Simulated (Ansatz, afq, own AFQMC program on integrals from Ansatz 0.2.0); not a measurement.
**Atomization energy of Al$_{2}$HCl, singlet**

```xyz
4

Al    0.0000    0.1663    2.5928
Al    0.0000   -0.4686    0.0098
Cl    0.0000    0.1975   -2.0108
H     0.0000    1.1475    1.0581
```

Connectivity, by distances: Al–Al–Cl, 1 bridging H.

Atoms in their ground-state spins without spin–orbit coupling (mostly on UHF) minus the molecule (RHF), without zero-point energy. The geometry is a stationary point, not shown to be a minimum.

Basis cc-pVDZ. Noble-gas cores (and the filled d shells of Ga–Kr and In–Xe) are frozen. Integrals, coupled cluster, full CI and functionals: Ansatz 0.2.0; the random walks run on the same integrals in our own AFQMC program. ph-AFQMC/CISD is guided by a CISD state made of CCSD amplitudes; releasing the constraint for a short imaginary time cuts its bias at the price of noise, slowly where states lie close. Free projection: walkers drawn from exp(T), propagated without any constraint. Its projection time is finite, and what remains of the start isn't in its error. ± is one standard error of the sampling. The errors of all members are added in quadrature.

No full CI on the walks' own integrals is used here; CCSDT(Q) serves as the reference and is uncertain by about the last step of the cluster series. Each member takes its own surest rung, up to full CI.

Errors are counted within cc-pVDZ, not against nature.

Cautions: Al₂HCl (singlet): restricted determinant unstable towards unrestricted (UHF 18 meV lower, ⟨S²⟩ 0.25); other spins of the molecule weren't checked.

Reference (CCSDT(Q)): 183.7 kcal/mol.

```json
{"level": "HF", "atomization energy (kcal/mol)": "139.6", "error against CCSDT(Q) (kcal/mol)": "-44.1"}
{"level": "MP2", "atomization energy (kcal/mol)": "185.1", "error against CCSDT(Q) (kcal/mol)": "1.4"}
{"level": "CCSD", "atomization energy (kcal/mol)": "179.5", "error against CCSDT(Q) (kcal/mol)": "-4.2"}
{"level": "CCSD(T)", "atomization energy (kcal/mol)": "183.1", "error against CCSDT(Q) (kcal/mol)": "-0.6"}
{"level": "ph-AFQMC/HF", "atomization energy (kcal/mol)": "187.1 ± 1.2", "error against CCSDT(Q) (kcal/mol)": "3.4 ± 1.2"}
{"level": "ph-AFQMC/CISD", "atomization energy (kcal/mol)": "184.3 ± 0.4", "error against CCSDT(Q) (kcal/mol)": "0.6 ± 0.4"}
{"level": "released AFQMC", "atomization energy (kcal/mol)": "184.3 ± 0.5", "error against CCSDT(Q) (kcal/mol)": "0.6 ± 0.5"}
{"level": "free AFQMC", "atomization energy (kcal/mol)": "183.8 ± 0.5", "error against CCSDT(Q) (kcal/mol)": "0.1 ± 0.5"}
```

Correlation beyond CCSD(T) adds 0.6 kcal/mol. The perturbative (T) step is worth +3.6 kcal/mol.

Free projections are given only where their last times agree within the noise and don't stop above the reference; a slow remainder of the start can still hide under it. A walk keeps the symmetry of its determinant, which the program's search chose and which needn't be the lowest solution, so a lower state of the same spin and another symmetry isn't excluded. Released energies are given only where the last usable release times agree within the noise; a slower fall can still hide under it.
